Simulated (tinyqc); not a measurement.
Inside a calculation. Method: RHF in the sto-3g basis, for H2F+, spin multiplicity 1. One step of it, computed by the program tinyqc.

Question. Iteration 2: DIIS coefficients. Solve [B -1; -1 0][c; lambda] = [0; -1] for the coefficients, which sum to one.

B (overlaps of the stored error matrices):
$$\begin{pmatrix}
1.1698344e+02 & 1.0608949e+00 \\
1.0608949e+00 & 1.4531669e+00
\end{pmatrix}$$

Give: DIIS coefficients.

Answer.

DIIS coefficients: [0.003, 0.997]
